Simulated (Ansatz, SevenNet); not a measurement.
Voigt–Reuss–Hill shear modulus (GPa) of solids drawn from the class of elemental solids other than molecular ones, at two levels: the machine-learned potential SevenNet-0 (trained on PBE and PBE+U data), and PBE (Ansatz, an electronic-structure program, plane waves, PAW).

```csv
solid,SevenNet-0,PBE,shift (%)
hcp Ti,9.84,47.4,+382
bcc Na,2.23,2.90,+30
fcc Sr,7.38,5.71,-23
hcp Zn,14.8,41.8,+182
hcp Tc,40.8,143,+250
fcc Al,22.4,24.3,+8.5
fcc Ir,64.1,221,+245
α-phase Ga,8.99,30.1,+235
hcp Re,38.5,176,+357
hcp Os,55.1,263,+377
```

The shifts run from -23 % to +382 %, with a median of +240 %.

Over all 10 rows PBE is the larger in 9.

Ansatz's runs of these crystals have no spin polarisation.

Spin–orbit coupling is left out, also for the solids with elements from indium on (fcc Ir, hcp Re, hcp Os); its size isn't shown.

Each level is taken at its own relaxed cell. Ansatz's density-functional and Hartree–Fock values are scalar-relativistic unless marked +SOC, with PAW data made under PBE.
